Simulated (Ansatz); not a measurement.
Born–Oppenheimer molecular dynamics of CH4LiSi (7 atoms, charge 0, multiplicity 2). It goes on from the last frame of an earlier run, with new velocities.

All numbers below come from UKS BLYP/def2-SVP (Ansatz).

```
ensemble        : NVT, Langevin thermostat
time step       : 0.25 fs
steps asked     : 400
set temperature : 500 K
friction        : 0.02 /fs
seed            : 840870
```

Frames 0.5 fs apart, positions in Å, forces in eV/Å.

Velocities at 25.0 fs (Å/ps):

```
Li 12.11 -3.37 21.65
Si -0.38 -2.69 -1.11
C -7.19 0.73 0.63
H -7.17 11.75 31.31
H 2.30 -8.99 7.90
H 4.90 18.56 -9.08
H -17.77 -34.79 -28.22
```

```xyz
7
Properties=species:S:1:pos:R:3:forces:R:3 time_fs=25.0 energy_less_start_eV=-0.235 T=535
Li -2.964 -0.966 -0.071 0.20 -0.05 0.04
Si -0.559 -0.858 0.107 0.36 -1.09 0.28
C 0.499 0.692 -0.014 0.34 2.00 -0.61
H 0.535 -1.831 0.678 -0.65 0.07 -0.18
H 0.810 1.115 0.975 0.15 -0.36 -0.08
H 1.401 0.738 -0.704 -0.44 -0.48 0.53
H -0.149 1.514 -0.418 0.05 -0.09 0.00
7
Properties=species:S:1:pos:R:3:forces:R:3 time_fs=25.5 energy_less_start_eV=-0.230 T=503
Li -2.958 -0.967 -0.060 0.17 -0.05 0.04
Si -0.559 -0.859 0.107 0.40 -1.09 0.29
C 0.496 0.692 -0.013 0.59 1.88 -0.67
H 0.531 -1.824 0.694 -0.64 0.04 -0.17
H 0.810 1.110 0.979 0.08 -0.33 -0.17
H 1.403 0.747 -0.708 -0.57 -0.53 0.65
H -0.156 1.497 -0.431 -0.02 0.07 0.03
7
Properties=species:S:1:pos:R:3:forces:R:3 time_fs=26.0 energy_less_start_eV=-0.225 T=500
Li -2.950 -0.969 -0.050 0.13 -0.05 0.03
Si -0.559 -0.860 0.106 0.44 -1.09 0.31
C 0.493 0.693 -0.013 0.74 1.76 -0.74
H 0.527 -1.816 0.710 -0.63 0.02 -0.17
H 0.810 1.105 0.982 0.03 -0.28 -0.22
H 1.404 0.753 -0.710 -0.66 -0.55 0.72
H -0.163 1.482 -0.443 -0.05 0.19 0.07
7
Properties=species:S:1:pos:R:3:forces:R:3 time_fs=26.5 energy_less_start_eV=-0.222 T=490
Li -2.943 -0.970 -0.040 0.09 -0.05 0.03
Si -0.559 -0.861 0.105 0.47 -1.08 0.31
C 0.490 0.694 -0.013 0.82 1.67 -0.76
H 0.522 -1.807 0.725 -0.60 -0.02 -0.16
H 0.811 1.099 0.985 -0.04 -0.23 -0.29
H 1.403 0.757 -0.711 -0.68 -0.57 0.74
H -0.171 1.469 -0.457 -0.06 0.29 0.13
7
Properties=species:S:1:pos:R:3:forces:R:3 time_fs=27.0 energy_less_start_eV=-0.222 T=528
Li -2.936 -0.972 -0.028 0.04 -0.05 0.02
Si -0.559 -0.862 0.104 0.47 -1.05 0.31
C 0.487 0.695 -0.015 0.84 1.55 -0.76
H 0.514 -1.799 0.737 -0.55 -0.07 -0.14
H 0.811 1.093 0.986 -0.09 -0.17 -0.32
H 1.401 0.759 -0.710 -0.65 -0.59 0.71
H -0.178 1.455 -0.471 -0.07 0.38 0.18
7
Properties=species:S:1:pos:R:3:forces:R:3 time_fs=27.5 energy_less_start_eV=-0.227 T=518
Li -2.928 -0.974 -0.017 0.00 -0.06 0.02
Si -0.560 -0.862 0.104 0.45 -0.99 0.28
C 0.485 0.698 -0.016 0.79 1.37 -0.81
H 0.504 -1.789 0.749 -0.48 -0.13 -0.10
H 0.810 1.083 0.985 -0.11 -0.07 -0.26
H 1.397 0.758 -0.707 -0.57 -0.59 0.65
H -0.184 1.444 -0.486 -0.08 0.47 0.23
7
Properties=species:S:1:pos:R:3:forces:R:3 time_fs=28.0 energy_less_start_eV=-0.232 T=517
Li -2.921 -0.977 -0.007 -0.05 -0.06 0.01
Si -0.560 -0.863 0.104 0.42 -0.91 0.24
C 0.482 0.701 -0.018 0.65 1.17 -0.87
H 0.493 -1.778 0.762 -0.39 -0.20 -0.05
H 0.809 1.074 0.982 -0.12 0.04 -0.16
H 1.390 0.757 -0.703 -0.43 -0.58 0.55
H -0.189 1.435 -0.501 -0.08 0.54 0.28
7
Properties=species:S:1:pos:R:3:forces:R:3 time_fs=28.5 energy_less_start_eV=-0.234 T=455
Li -2.914 -0.980 0.002 -0.09 -0.06 0.01
Si -0.560 -0.864 0.104 0.40 -0.82 0.21
C 0.480 0.704 -0.019 0.46 0.97 -0.93
H 0.483 -1.768 0.774 -0.31 -0.27 -0.01
H 0.807 1.065 0.978 -0.11 0.17 -0.02
H 1.383 0.757 -0.699 -0.26 -0.58 0.42
H -0.193 1.427 -0.516 -0.08 0.59 0.34
7
Properties=species:S:1:pos:R:3:forces:R:3 time_fs=29.0 energy_less_start_eV=-0.230 T=475
Li -2.906 -0.984 0.011 -0.13 -0.06 0.00
Si -0.560 -0.864 0.104 0.39 -0.74 0.17
C 0.478 0.708 -0.022 0.24 0.79 -0.98
H 0.477 -1.758 0.783 -0.25 -0.32 0.03
H 0.803 1.058 0.975 -0.10 0.28 0.10
H 1.375 0.757 -0.695 -0.06 -0.58 0.29
H -0.196 1.421 -0.531 -0.09 0.64 0.39
7
Properties=species:S:1:pos:R:3:forces:R:3 time_fs=29.5 energy_less_start_eV=-0.224 T=483
Li -2.899 -0.988 0.020 -0.17 -0.06 0.00
Si -0.560 -0.865 0.104 0.38 -0.65 0.13
C 0.476 0.713 -0.024 -0.04 0.62 -0.99
H 0.472 -1.748 0.792 -0.18 -0.37 0.07
H 0.798 1.052 0.972 -0.08 0.38 0.23
H 1.367 0.755 -0.688 0.18 -0.58 0.11
H -0.197 1.417 -0.545 -0.09 0.67 0.45
7
Properties=species:S:1:pos:R:3:forces:R:3 time_fs=30.0 energy_less_start_eV=-0.218 T=475
Li -2.893 -0.991 0.030 -0.21 -0.07 0.00
Si -0.560 -0.866 0.104 0.35 -0.54 0.08
C 0.474 0.718 -0.027 -0.30 0.47 -0.93
H 0.464 -1.738 0.801 -0.10 -0.43 0.12
H 0.795 1.047 0.970 -0.09 0.46 0.30
H 1.360 0.752 -0.682 0.42 -0.57 -0.06
H -0.199 1.416 -0.558 -0.08 0.68 0.50
7
Properties=species:S:1:pos:R:3:forces:R:3 time_fs=30.5 energy_less_start_eV=-0.210 T=473
Li -2.887 -0.995 0.040 -0.24 -0.07 -0.01
Si -0.560 -0.867 0.105 0.31 -0.42 0.02
C 0.472 0.723 -0.029 -0.56 0.35 -0.85
H 0.456 -1.728 0.811 -0.01 -0.50 0.17
H 0.792 1.043 0.968 -0.09 0.52 0.35
H 1.353 0.748 -0.678 0.65 -0.55 -0.23
H -0.201 1.417 -0.569 -0.06 0.67 0.54
```

Of the whole run (100 fs, mean temperature of the second half 344 K): The mean temperature of the second half is 31 % below the set value. A run of 0.1 ps of so small a system gives no equilibrium averages.

Run time: 19 min on 2 threads of Arm Neoverse N1 (shared host), peak memory 0.14 GiB.
